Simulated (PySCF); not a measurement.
Species: P5H5.
SMILES with atom numbers: `[pH:1]1[pH:2][pH:3][pH:4][pH:5]1` (hydrogens: H6 on P1; H7 on P2; H8 on P3; H9 on P4; H10 on P5)

The same species was optimised twice, with GFN2-xTB and with PBE0-D3(BJ)/def2-SVP (PySCF), and the same property calculations (PySCF, gas phase) were run on both structures.

| coordinate | GFN2-xTB | PBE0-D3(BJ)/def2-SVP | change |
| --- | --- | --- | --- |
| P4–P5 (Å) | 2.187 | 2.267 | +0.080 |
| P4–H9 (Å) | 1.395 | 1.427 | +0.032 |
| P5–H10 (Å) | 1.395 | 1.427 | +0.032 |
| P3–H8 (Å) | 1.395 | 1.426 | +0.031 |
| P2–H7 (Å) | 1.396 | 1.426 | +0.030 |
| P1–P2 (Å) | 2.185 | 2.210 | +0.025 |
| P1–H6 (Å) | 1.401 | 1.426 | +0.025 |
| P3–P4 (Å) | 2.189 | 2.208 | +0.019 |
| P2–P3 (Å) | 2.197 | 2.208 | +0.011 |
| P1–P5 (Å) | 2.209 | 2.206 | -0.003 |
| P3–P4–P5 (°) | 93.8 | 106.4 | +12.6 |
| P1–P5–P4 (°) | 97.2 | 106.2 | +9.0 |
| P2–P3–P4 (°) | 99.4 | 107.4 | +8.0 |
| P2–P1–P5 (°) | 101.2 | 106.9 | +5.7 |
| P2–P1–H6 (°) | 92.0 | 94.6 | +2.6 |
| P3–P2–H7 (°) | 93.3 | 95.7 | +2.4 |
| P4–P3–H8 (°) | 93.5 | 95.7 | +2.2 |
| P5–P4–H9 (°) | 93.6 | 95.4 | +1.8 |

Rotational constants: A = 1821, B = 1792, C = 1016 MHz (GFN2-xTB) against A = 1719, B = 1710, C = 910.6 MHz (PBE0-D3(BJ)/def2-SVP). Atoms that the bonding makes alike are paired by their places after alignment.

On the GFN2-xTB structure: lowest singlet, TDDFT (eV) 4.33 [B3LYP/def2-SVPD]; lowest triplet, Tamm–Dancoff (eV) 3.84 [B3LYP/def2-SVPD]; isotropic polarisability (au) 126.4 [B3LYP/def2-SVPD]; HOMO (eV) -6.46 [B3LYP/def2-SVPD]; LUMO (eV) -1.22 [B3LYP/def2-SVPD]; dipole (D) 0.72 [B3LYP/def2-SVPD]; HOMO (eV) -6.82 [PBE0/pcSseg-1]; LUMO (eV) -1.18 [PBE0/pcSseg-1]; dipole (D) 1.07 [PBE0/pcSseg-1]; GIAO shielding of P1 (×5) (mean) (ppm) 445.3 [PBE0/pcSseg-1].

Q: What do these properties become on the PBE0-D3(BJ)/def2-SVP structure?

A: 
```json
{"property": "lowest singlet, TDDFT (eV)", "level": "B3LYP/def2-SVPD", "on GFN2-xTB": "4.33", "on PBE0-D3(BJ)/def2-SVP": "4.42", "change": "+0.09"}
{"property": "lowest triplet, Tamm–Dancoff (eV)", "level": "B3LYP/def2-SVPD", "on GFN2-xTB": "3.84", "on PBE0-D3(BJ)/def2-SVP": "3.96", "change": "+0.12"}
{"property": "isotropic polarisability (au)", "level": "B3LYP/def2-SVPD", "on GFN2-xTB": "126.4", "on PBE0-D3(BJ)/def2-SVP": "132.0", "change": "+5.6"}
{"property": "HOMO (eV)", "level": "B3LYP/def2-SVPD", "on GFN2-xTB": "-6.46", "on PBE0-D3(BJ)/def2-SVP": "-6.62", "change": "-0.16"}
{"property": "LUMO (eV)", "level": "B3LYP/def2-SVPD", "on GFN2-xTB": "-1.22", "on PBE0-D3(BJ)/def2-SVP": "-1.27", "change": "-0.05"}
{"property": "dipole (D)", "level": "B3LYP/def2-SVPD", "on GFN2-xTB": "0.72", "on PBE0-D3(BJ)/def2-SVP": "0.46", "change": "-0.26"}
{"property": "energy, GFN2-xTB geometry as zero (kcal/mol)", "level": "B3LYP/def2-SVPD", "on GFN2-xTB": "0.0", "on PBE0-D3(BJ)/def2-SVP": "-9.5", "change": "-9.5"}
{"property": "HOMO (eV)", "level": "PBE0/pcSseg-1", "on GFN2-xTB": "-6.82", "on PBE0-D3(BJ)/def2-SVP": "-7.04", "change": "-0.22"}
{"property": "LUMO (eV)", "level": "PBE0/pcSseg-1", "on GFN2-xTB": "-1.18", "on PBE0-D3(BJ)/def2-SVP": "-1.24", "change": "-0.06"}
{"property": "dipole (D)", "level": "PBE0/pcSseg-1", "on GFN2-xTB": "1.07", "on PBE0-D3(BJ)/def2-SVP": "0.69", "change": "-0.38"}
{"property": "energy, GFN2-xTB geometry as zero (kcal/mol)", "level": "PBE0/pcSseg-1", "on GFN2-xTB": "0.0", "on PBE0-D3(BJ)/def2-SVP": "-9.8", "change": "-9.8"}
{"property": "GIAO shielding of P1 (×5) (mean) (ppm)", "level": "PBE0/pcSseg-1", "on GFN2-xTB": "445.3", "on PBE0-D3(BJ)/def2-SVP": "327.7", "change": "-117.6"}
```

The heavy atoms differ by 0.473 Å rms after alignment. Among all bonds P4–P5 changes most (+0.080 Å). Changes are differences of the printed values. Neither structure is proved a minimum here.
